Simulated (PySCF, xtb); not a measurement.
## Relative energy of two structures of CH2Si

Structure I: a singlet given by its coordinates. Structure II: a triplet given by its coordinates. Both are isolated molecules in the gas phase, relaxed with PBE0-D3(BJ)/def2-SVP.

I (Å):

| atom | x (Å) | y (Å) | z (Å) |
| --- | --- | --- | --- |
| C | -0.1770 | 0.4957 | -0.7830 |
| Si | -0.2245 | 1.2092 | 0.6950 |
| H | -0.4815 | 0.3669 | -1.8202 |
| H | 0.6028 | 0.8258 | 1.8702 |

Close contacts (Å): C1–Si2 1.64, C1–H3 1.09, Si2–H4 1.49.

II (Å):

```xyz
4

C    -0.2227    1.6115   -0.8085
Si   -0.1489    2.3601    0.9095
H     0.6628    1.4255   -1.4373
H    -1.1570    1.3064   -1.3066
```

Close contacts (Å): C1–Si2 1.88, C1–H3 1.10, C1–H4 1.10.

Task: Estimate E(II) − E(I) at the level CCSD(T)/def2-TZVPP.

Result: Calculated at CCSD(T)/def2-TZVPP: E(II) − E(I) = +2.1 kcal/mol, so structure I lies lower.

Level by level:

```
               level              geometry  E(II) − E(I) (kcal/mol)  departure from the last row (kcal/mol)  job, with rough time for the two
           HF/STO-3G              GFN2-xTB                     −82.0                                   −84.1               single point, 1.6 s
  r2SCAN-D4/def2-SVP              GFN2-xTB                     −16.0                                   −18.1                single point, 14 s
PBE0-D3(BJ)/def2-SVP  PBE0-D3(BJ)/def2-SVP                     −10.0                                   −12.1                optimisation, 31 s
       HF/def2-TZVPP  PBE0-D3(BJ)/def2-SVP                     −37.7                                   −39.8           part of the CCSD(T) run
      MP2/def2-TZVPP  PBE0-D3(BJ)/def2-SVP                      −0.8                                    −2.9           part of the CCSD(T) run
  CCSD(T)/def2-TZVPP  PBE0-D3(BJ)/def2-SVP                      +2.1                                                        single point, 61 s
```

HF/STO-3G, r2SCAN-D4/def2-SVP, PBE0-D3(BJ)/def2-SVP, HF/def2-TZVPP, MP2/def2-TZVPP put the two in the other order. The largest departure from CCSD(T)/def2-TZVPP is that of HF/STO-3G, 84.1 kcal/mol. At CCSD(T)/def2-TZVPP a singlet with the links of II lies below this triplet.

With thermal terms from frequencies at re-optimised GFN2-xTB minima (ideal gas, soft modes damped towards free rotors, one conformer each, 298.15 K, 1 atm): on the last row, ΔE + ΔZPE = +3.9, ΔH = +3.7, ΔG = +3.6 kcal/mol.

The T1 diagnostic of structure I is large, so the coupled-cluster value is less sure. Open shells are spin-unrestricted. The correlated steps freeze 6 core orbitals. ΔG holds the spin degeneracy. Run with PySCF 2.14.0, xtb 6.7.1; the last row on 2 threads of Arm Neoverse V1 on a shared host.
